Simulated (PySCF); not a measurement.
This PySCF input (B3LYP/6-31G) gives -959.64371 Eh with 39 basis functions.

```python
import numpy as np, basis_set_exchange as bse
from pyscf import gto, scf, dft, df

basis = {'C': gto.basis.parse(bse.get_basis('6-31G', elements=['C'], fmt='nwchem')), 'Cl': gto.basis.parse(bse.get_basis('6-31G', elements=['Cl'], fmt='nwchem')), 'H': gto.basis.parse(bse.get_basis('6-31G', elements=['H'], fmt='nwchem'))}
mol = gto.M(
    atom='''
    C     0.00394345    0.00524516    0.76725426
    Cl   -0.01752138    1.48253369   -0.22626440
    Cl    0.01529894   -1.48548974   -0.20614288
    H    -0.89039947   -0.00050138    1.37837936
    H     0.90452024    0.01928333    1.36901878
    ''',
    basis=basis,
    charge=0,
    verbose=4,
    max_memory=8640,
)
mf = dft.RKS(mol, xc='b3lyp')
mf.grids.level = 3
mf.conv_tol = 1e-9
mf.max_cycle = 100
print('smallest overlap eigenvalue', np.linalg.eigvalsh(mol.intor('int1e_ovlp'))[0])
mf.kernel()
dip = mf.dip_moment()
```

Change:
```diff
- basis = {'C': gto.basis.parse(bse.get_basis('6-31G', elements=['C'], fmt='nwchem')), 'Cl': gto.basis.parse(bse.get_basis('6-31G', elements=['Cl'], fmt='nwchem')), 'H': gto.basis.parse(bse.get_basis('6-31G', elements=['H'], fmt='nwchem'))}
+ basis = {'C': gto.basis.parse(bse.get_basis('def2-SV(P)', elements=['C'], fmt='nwchem')), 'Cl': gto.basis.parse(bse.get_basis('def2-SV(P)', elements=['Cl'], fmt='nwchem')), 'H': gto.basis.parse(bse.get_basis('def2-SV(P)', elements=['H'], fmt='nwchem'))}
```

Q: What does the run give now?

A: -959.40177 Eh (B3LYP/def2-SV(P), 54 functions), a change of +241.94 mEh.
